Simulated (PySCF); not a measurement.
C3H6F2O.
Cartesian coordinates in Å at the PBE0-D3(BJ)/def2-SVP level; atoms count from 1:
```
atom  x, y, z in Å
C1    -1.7747   -0.2947    0.1402
C2    -0.3088   -0.4553   -0.1674
O3     0.3953    0.6180    0.4315
C4     1.7083    0.6743    0.1329
F5     2.3776   -0.3653    0.6849
F6     2.1961    1.7975    0.6575
H7    -1.9428   -0.3063    1.2268
H8    -2.1544    0.6583   -0.2561
H9    -2.3496   -1.1165   -0.3103
H10   -0.1317   -0.4510   -1.2610
H11    0.0752   -1.4138    0.2230
H12    1.9095    0.6548   -0.9579
```

Level of theory: core-valence-separated Tamm–Dancoff BHandHLYP/aug-pcX-1 (pcseg-1 on H) in PySCF, non-relativistic, gas phase, PBE0-D3(BJ)/def2-SVP geometry. No empirical shift is added; at this level the pattern usually sits a few eV under experiment.

The lowest roots of each edge with f over 0.003 (five at most, numbered afresh; weaker and dark ones are left out), with transition dipoles (au) in the frame of the coordinates:

| root | edge | E (eV) | f | μx | μy | μz |
| --- | --- | --- | --- | --- | --- | --- |
| 1 | C | 285.55 | 0.0102 | -0.0372 | -0.0077 | -0.0031 |
| 2 | C | 286.27 | 0.0270 | 0.0071 | 0.0557 | 0.0266 |
| 3 | C | 286.32 | 0.0263 | -0.0067 | 0.0313 | -0.0522 |
| 4 | C | 286.84 | 0.0079 | 0.0082 | -0.0177 | -0.0272 |
| 5 | C | 287.12 | 0.0393 | -0.0065 | -0.0472 | -0.0575 |
| 6 | O | 534.69 | 0.0283 | 0.0112 | 0.0375 | 0.0252 |
| 7 | O | 534.87 | 0.0047 | 0.0172 | 0.0081 | 0.0004 |
| 8 | O | 535.51 | 0.0030 | 0.0024 | -0.0138 | 0.0058 |
| 9 | O | 535.76 | 0.0100 | 0.0127 | -0.0141 | -0.0199 |
| 10 | O | 536.17 | 0.0053 | 0.0172 | 0.0100 | -0.0031 |
| 11 | F | 686.89 | 0.0169 | -0.0158 | 0.0199 | -0.0189 |
| 12 | F | 687.11 | 0.0148 | 0.0091 | 0.0237 | 0.0153 |
| 13 | F | 687.24 | 0.0129 | 0.0140 | -0.0192 | 0.0139 |
| 14 | F | 687.56 | 0.0161 | 0.0111 | 0.0251 | 0.0142 |
| 15 | F | 687.84 | 0.0048 | -0.0108 | -0.0112 | -0.0065 |

**Question.** Molecules are fixed in this frame and the field points along (1, 1, 0)/√2. What effective strengths 3 f cos²θ do the roots have (θ between field and μ)?

**Answer.** root 1 (C1): 0.021, root 2 (C1): 0.041, root 3 (C1): 0.006, root 4 (C1): 0.001, root 5 (C2): 0.031, root 6 (O3): 0.046, root 7 (O3): 0.013, root 8 (O3): 0.003, root 9 (O3): 0.000, root 10 (O3): 0.015, root 11 (F5): 0.000, root 12 (F6): 0.027, root 13 (F5): 0.001, root 14 (F6): 0.033, root 15 (F5): 0.012. Averaged over all orientations cos²θ is 1/3, which gives f back.

One conformer stands for the species.
